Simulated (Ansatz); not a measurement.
Geometry optimisation, UKS PBE/def2-SVP in Ansatz 0.2.0.

Input:

```yaml
crystal:
  periodic: [false, false, false]
  atoms:
    - { symbol: "N", position_ang: [-0.61592, 0.71232, -0.85118] }
    - { symbol: C, position_ang: [-0.03409, 0.3135, 0.53952] }
    - { symbol: "N", position_ang: [0.83142, -0.93734, 0.19662] }
    - { symbol: H, position_ang: [-1.3731, 0.04302, -1.02875] }
    - { symbol: H, position_ang: [-1.08532, 1.60522, -0.67844] }
    - { symbol: H, position_ang: [0.78215, 1.11118, 0.66778] }
    - { symbol: H, position_ang: [1.33278, -1.13995, 1.06522] }
    - { symbol: H, position_ang: [0.16208, -1.70795, 0.08925] }
total_charge: -1
magnetization:
  spin_polarized: true
basis:
  gaussian: { orbitals: def2-SVP }
hamiltonian:
  xc: pbe
relax:
  f_tol: 0.02
  max_steps: 40
output:
  orbitals: {}
```

Command:

```bash
$ ansatz run input.yaml --threads 1 --pin off --max-ram 2048MiB --backend cpu --events-out ev --progress --plain --runs-dir out
```

Q: Where does it end, and by what steps?

A: It converged. Limits of this set-up: an anion without diffuse functions, the dipole of an ion depends on the origin. After 19 steps the energy has fallen by 0.412 eV; H6 moved furthest, 1.48 Å.

| step | energy less start (eV) | largest force component (eV/Å) | accepted |
| --- | --- | --- | --- |
| 0 | 0.0000 | 1.284 | yes |
| 1 | -0.0778 | 0.348 | yes |
| 2 | -0.1052 | 0.258 | yes |
| 3 | -0.1109 | 0.174 | yes |
| 4 | -0.1163 | 0.179 | yes |
| 5 | -0.1235 | 0.365 | yes |
| 6 | -0.1316 | 0.286 | yes |
| 7 | -0.1695 | 0.141 | yes |
| 8 | -0.1889 | 0.782 | yes |
| 9 | -0.2684 | 0.695 | yes |
| 10 | -0.3274 | 0.749 | yes |
| 11 | -0.3634 | 0.493 | yes |
| 12 | -0.3118 | 1.053 | no |
| 13 | -0.3913 | 0.172 | yes |
| 14 | -0.3989 | 0.065 | yes |
| 15 | -0.4063 | 0.296 | yes |
| 16 | -0.4112 | 0.071 | yes |
| 17 | -0.4122 | 0.035 | yes |
| 18 | -0.4122 | 0.047 | no |
| 19 | -0.4124 | 0.011 | yes |

```xyz
8
Properties=species:S:1:pos:R:3
N -0.717 0.511 -0.898
C -0.554 -0.277 0.328
N 0.667 -1.061 0.115
H -1.509 1.155 -0.741
H 0.112 1.202 -1.038
H -0.406 0.434 1.229
H 1.536 -0.417 0.003
H 0.872 -1.547 1.003
```

The run took 49 s on 1 thread of Arm Neoverse V1, with other jobs on the host, peak memory 0.13 GiB.
